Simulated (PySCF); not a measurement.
Structure problem from calculated spectra and properties.

Formula: C3H4ClFO.

* 1H NMR: chemical shifts (computed TMS as zero) by class: 4.80 (1 H), 1.65 (3 H) ppm [GIAO PBE0/pcSseg-1]
* UV, first state: lowest singlet excitation: 5.16 eV (241 nm, f = 0.000) [TDDFT CAM-B3LYP/def2-SVPD]
* Valence photoelectron: vertical ionisation energy: 11.27 eV [ΔSCF CAM-B3LYP/def2-SVPD]
* XPS: Cl2p3/2 206.6, C1s 291.8, C1s 294.3, C1s 295.3, O1s 539.2, F1s 693.2, Cl1s 2829.1 eV [ΔSCF SCAN, pcX-2 on the ionised atom, pcseg-1 elsewhere, spin-free X2C, 2p3/2 from a spin–orbit splitting computed afterwards within the 2p shell]
* Triplet: lowest triplet excitation (Tamm–Dancoff): 4.63 eV [TDA CAM-B3LYP/def2-SVPD]
* 13C NMR: chemical shifts (computed TMS as zero) by class: 180.2 (1 C), 92.4 (1 C), 19.6 (1 C) ppm [GIAO PBE0/pcSseg-1]
* Rotational structure: rotational constants A, B, C: 4.551, 2.070, 1.587 GHz [PBE0-D3(BJ)/def2-SVP]
* NMR, other nuclei: isotropic shieldings of nuclei other than C and H, by class: -253 (1 O), 369 (1 F), 518 (1 Cl) ppm [GIAO PBE0/pcSseg-1]

The electronic properties come from PySCF, for the isolated species, density fitting. Levels stand in brackets. NMR shifts are as computed; neighbouring signals can stand in another order in a measured spectrum. Geometry: PBE0-D3(BJ)/def2-SVP, one conformer, isolated molecule. Each NMR value is the plain mean over a class of atoms that symmetry, rotation or inversion makes alike.

Question: Give a SMILES that accounts for the data.

Answer: Numbering: `[CH3:1][C@H:2]([F:3])[C:4](=[O:5])[Cl:6]`. Its formula, C3H4ClFO, gives 1 degree of unsaturation: 0 rings and 1 π bond in the structure found. 3 carbons fall into 3 classes; from least to most shielded: acyl halide carbon [C4] (180.2 ppm), sp3 C–F carbon [C2] (92.4 ppm), methyl carbon [C1] (19.6 ppm). Hydrogen classes from least to most shielded: 1 H on an sp3 C–F carbon, C2 (4.80 ppm), 3 H on a methyl carbon, C1 (1.65 ppm). The other shieldings belong to: -253 ppm, carbonyl oxygen [O5]; 369 ppm, alkyl fluorine [F3]; 518 ppm, chlorine bonded to C [Cl6]. The core levels belong to: Cl2p3/2 206.6 eV, chlorine bonded to C [Cl6]; C1s 291.8 eV, methyl carbon [C1]; C1s 294.3 eV, sp3 C–F carbon [C2]; C1s 295.3 eV, acyl halide carbon [C4]; O1s 539.2 eV, carbonyl oxygen [O5]; F1s 693.2 eV, alkyl fluorine [F3]; Cl1s 2829.1 eV, chlorine bonded to C [Cl6]. S1 is mainly HOMO→LUMO (weight 0.95); the largest Löwdin shares of the orbital it empties are 0.50 on the carbonyl oxygen, 0.24 on the chlorine bonded to C, 0.09 on the sp3 C–F carbon and 0.09 on the acyl halide carbon, of the orbital it fills 0.39 on the acyl halide carbon, 0.33 on the carbonyl oxygen, 0.11 on the chlorine bonded to C and 0.06 on the sp3 C–F carbon. The optimised geometry has point group C1 and is an asymmetric top. Structure: `C[C@H](F)C(=O)Cl`. The assignments are read from this structure; whether some other isomer fits the data as well wasn't checked. The mirror image fits equally.

The values belong to the conformer `[CH3:1][C@H:2]([F:3])[C:4](=[O:5])[Cl:6]`: C1–C2–C4–O5 110°.
